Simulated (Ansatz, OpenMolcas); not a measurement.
**OpenMolcas → Ansatz**

OpenMolcas 26.06 runs this on singlet BH3O:

mol.xyz:
```
5

B     -0.558550    -0.234200     0.180320
O      0.255120     1.054670     0.280220
H      0.033680    -1.207330     0.735040
H     -0.823360    -0.530130    -1.022660
H      1.093110     0.916990    -0.172930
```

mol.input:
```
* BH3O Kohn-Sham DFT

&GATEWAY
 BASLIB = $CurrDir
 COORD = mol.xyz
 BASIS = STO-3G
 GROUP = NoSym

&SEWARD
 GRIDINPUT
 Grid=UltraFine
 End of Grid

&SCF
 KSDFT = PBE0
 THRESHOLDS = 1e-10 1e-07 1e-07 1e-05
 PRORBITALS = 1 1
```

```bash
$ export MOLCAS_MEM=1860
$ pymolcas mol.input > mol.log
```

(Basis files named in the input come from the Basis Set Exchange and aren't shown.)

The shape is that of a GFN2-xTB optimisation. That shape belongs to the parent species and isn't relaxed for this state.

It gives a total energy of -100.318259 Eh.

Q: How is this level of theory, on these atoms, set up in Ansatz 0.2.0 as an input file of the program's own?

A: One way, which was run:

run.yaml:
```yaml
crystal:
  periodic: [false, false, false]
  atoms:
    - {symbol: B, position_ang: [-0.558550, -0.234200, 0.180320]}
    - {symbol: O, position_ang: [0.255120, 1.054670, 0.280220]}
    - {symbol: H, position_ang: [0.033680, -1.207330, 0.735040]}
    - {symbol: H, position_ang: [-0.823360, -0.530130, -1.022660]}
    - {symbol: H, position_ang: [1.093110, 0.916990, -0.172930]}
basis:
  gaussian: {orbitals: STO-3G}
total_charge: 0
hamiltonian: {xc: pbe0}
accuracy: high
```

```bash
$ ansatz run run.yaml --threads 1 --pin off --max-ram 2610MiB --events-out events.jsonl --progress --plain --runs-dir runs
```

Its energy is -100.318259 Eh, 0.000 mEh from the first.
